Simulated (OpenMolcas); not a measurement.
# C2H2S (ethenethione) at 6 levels

Aim: a comparison of 6 runs (B3LYP/6-31G*, B2PLYP/def2-TZVP, BHLYP/def2-TZVP, M06-L/def2-TZVP, MP2/def2-TZVP, CCSD(T)/def2-TZVP) of C2H2S (ethenethione). 

The results are computed with OpenMolcas 26.06.

1 further run of the same task is left out (set aside as unsound or not needed).

**1. The system as given**

C2H2S: 5 atoms, total charge 0, spin state singlet. As SMILES, `C=C=S`. The C1–H5 distance was set to 1.625 Å, away from the relaxed value. At this shape a bond of the SMILES string is far longer than usual.

Bond lengths: C1–C2 1.303 Å, C2–S3 1.551 Å, C1–H4 1.084 Å. Angles: C1–C2–S3 180.0°, C2–C1–H4 120.5°. A long bond or contact: C1–H5 1.625 Å.

**2. A single-point energy at B3LYP/6-31G(d) (Cartesian functions) (run 1)**

File run.inp:

```
* C2H2S Kohn-Sham DFT
>>> EXPORT MOLCAS_PRINT=2

&GATEWAY
 BasLib=$CurrDir
 Coord
 5
 angstrom
 C        0.480232       0.108238      -0.297227
 C       -0.688568       0.639888      -0.519317
 S       -2.079718       1.272588      -0.783567
 H        1.331982       0.374118      -0.912167
 H        0.684170      -0.964520       0.906870
 Basis=6-31Gs
 Group=NoSym

&SEWARD
 GridInput
 Grid=UltraFine
 End of Grid

&SCF
 KSDFT=B3LYP
 Thresholds=1e-10 1e-07 1e-07 1e-05
 PrOrbitals=1 1
```

The basis set 6-31G* is read from a file made from the Basis Set Exchange's data (not shown).

Command:

```
$ export MOLCAS_MEM=1860
$ pymolcas run.inp > run.log
```

Standard output:

```text
--- Start Module: gateway ---
[...]
--- Stop Module: gateway /rc=_RC_ALL_IS_WELL_ ---
--- Start Module: seward ---
[...]
      Basis functions           53
--- Stop Module: seward /rc=_RC_ALL_IS_WELL_ ---
--- Start Module: scf ---
[...]
       Convergence after  16 Iterations
[...]
::    Total KS-DFT energy                            -475.4760881063
[...]
      Total spin, S                                     0.0000000000
[...]
      Total electronic charge=   30.000000
      Total            charge=   -0.000000
[...]
      Dipole Moment (debye):
      Origin of the operator (angstrom)=   -1.1547    0.8462   -0.6011
                   X=  1.1217E+00               Y= -4.8188E-01               Z=  1.7955E-01           Total=  1.2339E+00
      Quadrupole Moment (debye*angstrom):
[...]
--- Stop Module: scf /rc=_RC_ALL_IS_WELL_ ---
[...]
```

It took 11 s on 1 thread of Arm Neoverse V1, shared host; peak memory 0.38 GiB.

**3. A single-point energy at B2PLYP/def2-TZVP (run 2)**

File job.inp:

```
* C2H2S Kohn-Sham DFT

&GATEWAY
 BasLib=$CurrDir
 Coord
 5
 angstrom
 C        0.480232       0.108238      -0.297227
 C       -0.688568       0.639888      -0.519317
 S       -2.079718       1.272588      -0.783567
 H        1.331982       0.374118      -0.912167
 H        0.684170      -0.964520       0.906870
 Basis=def2-TZVP
 Group=NoSym

&SEWARD
 GridInput
 Grid=UltraFine
 End of Grid

&SCF
 KSDFT=B2PLYP_SCF
 Thresholds=1e-10 1e-07 1e-07 1e-05
 PrOrbitals=1 1

&MBPT2
 Frozen=7
```

The basis set def2-TZVP is read from a file made from the Basis Set Exchange's data (not shown).

Command:

```
$ export MOLCAS_MEM=1860
$ pymolcas job.inp > job.log
```

Standard output:

```text
--- Start Module: gateway ---
[...]
--- Stop Module: gateway /rc=_RC_ALL_IS_WELL_ ---
[...]
      Basis functions          111
[...]
--- Start Module: scf ---
[...]
       Convergence after  15 Iterations
[...]
::    Total KS-DFT energy                            -475.1554670425
[...]
      Total spin, S                                     0.0000000000
[...]
      Total electronic charge=   30.000000
      Total            charge=   -0.000000
[...]
      Dipole Moment (debye):
      Origin of the operator (angstrom)=   -1.1547    0.8462   -0.6011
                   X=  1.0100E+00               Y= -4.7138E-01               Z=  2.0622E-01           Total=  1.1335E+00
      Quadrupole Moment (debye*angstrom):
[...]
--- Stop Module: scf /rc=_RC_ALL_IS_WELL_ ---
[...]
--- Start Module: mbpt2 ---
[...]
 ###    WARNING: MP2 implementation intended for RHF references only         ###
 ###############################################################################
MBPT2 WARNING: Reference function according to RunFile:KS-DFT
I'll assume you know what you're doing and continue
WARNING!
Default frozen orbitals as non valence orbitals is overwritten by user input.
Default values:   7
[...]
       Reference weight ( Cref**2 )         =        0.74095
::    Total MBPT2 energy                             -475.7649876797
[...]
      Total MBPT2 calculations                           0.50      0.56
--- Stop Module: mbpt2 /rc=_RC_ALL_IS_WELL_ ---
[...]
```

Run time: 35 s. Hardware: 1 thread of Arm Neoverse V1, shared host; peak memory 0.66 GiB.

Runs 3 to 5 aren't shown in full; the table further down has their settings and results.

**4. The energy at CCSD(T)/def2-TZVP (Cholesky decomposition) (run 6)**

File test.input:

```
>>> EXPORT MOLCAS_PRINT=2
&GATEWAY
BasLib=$CurrDir
Coord
5
angstrom
C        0.480232       0.108238      -0.297227
C       -0.688568       0.639888      -0.519317
S       -2.079718       1.272588      -0.783567
H        1.331982       0.374118      -0.912167
H        0.684170      -0.964520       0.906870
Basis=def2-TZVP
Group=NoSym
&SEWARD
High
&SCF
Thresholds=1e-10 1e-07 1e-07 1e-05
PrOrbitals=1 1
&CHCC
Frozen=7
Threshold=1e-08
MaxIterations=80
&CHT3
Frozen=7
```

The basis set def2-TZVP is read from a file made from the Basis Set Exchange's data (not shown).

Command:

```
$ export MOLCAS_MEM=1860
$ pymolcas test.input > test.log
```

Standard output:

```text
--- Start Module: gateway ---
[...]
--- Stop Module: gateway /rc=_RC_ALL_IS_WELL_ ---
[...]
      Basis functions          111
[...]
       Convergence after  15 Iterations
[...]
::    Total SCF energy                               -474.3250329613
[...]
      Total spin, S                                     0.0000000000
[...]
      Total electronic charge=   30.000000
      Total            charge=   -0.000000
[...]
      Dipole Moment (debye):
      Origin of the operator (angstrom)=   -1.1547    0.8462   -0.6011
                   X=  1.2428E+00               Y= -5.6904E-01               Z=  2.4068E-01           Total=  1.3879E+00
      Quadrupole Moment (debye*angstrom):
[...]
--- Start Module: chcc ---
[...]
--- Stop Module: chcc /rc=_RC_ALL_IS_WELL_ ---
[...]
--- Start Module: cht3 ---
[...]
--- Stop Module: cht3 /rc=_RC_ALL_IS_WELL_ ---
[...]
```

Run time: 7.1 min. Hardware: 1 thread of Arm Neoverse V1, shared host; peak memory 0.22 GiB.

**5. All runs side by side**

```
run                                       level  Cartesian functions  frozen core orbitals  energy (Eh)  dipole moment (D) of the reference  HOMO energy (eV)  LUMO energy (eV)  wall time
  1          B3LYP/6-31G* (Cartesian functions)                  yes                     –  -475.476088                                1.23             -6.21             -2.85       11 s
  2                            B2PLYP/def2-TZVP                   no                     7  -475.320038                                1.13             -7.48             -1.56       35 s
  3                             BHLYP/def2-TZVP                   no                     –  -475.456048                                1.13             -7.56             -1.87       34 s
  4                             M06-L/def2-TZVP                   no                     –  -475.504609                                1.00             -5.64             -3.53       48 s
  5                               MP2/def2-TZVP                   no                     7  -474.807901                                1.39             -9.02              0.67       15 s
  6  CCSD(T)/def2-TZVP (Cholesky decomposition)                   no                     7  -474.864168                                1.39             -9.02              0.67    7.1 min
```

**6. Summary of results**

```
                                          quantity          value
                               run 6: total energy  -474.86417 Eh
         run 6: dipole moment (mean-field density)         1.39 D
        run 6: HOMO energy (Hartree–Fock orbitals)       -9.02 eV
        run 6: LUMO energy (Hartree–Fock orbitals)        0.67 eV
      run 6: HOMO–LUMO gap (Hartree–Fock orbitals)        9.68 eV
run 6: correlation energy (7 core orbitals frozen)     -539.1 mEh
                             run 6: (T) correction     -30.50 mEh
```

In words: Over runs 1, 2, 3, 4 the dipole moment (its size) runs from 1.00 D (M06-L/def2-TZVP) to 1.23 D (B3LYP/6-31G*). The two ends differ in method and basis. Over runs 1, 2, 3, 4 the HOMO–LUMO gap runs from 2.11 eV (M06-L/def2-TZVP) to 5.92 eV (B2PLYP/def2-TZVP). A double hybrid's value is that of its SCF part. For B2PLYP the log adds the whole second-order term; the table takes 0.27 of it, as the functional is defined. Totals of different functionals can't be ranked against each other. All runs together took 9.4 min, the longest 7.1 min.
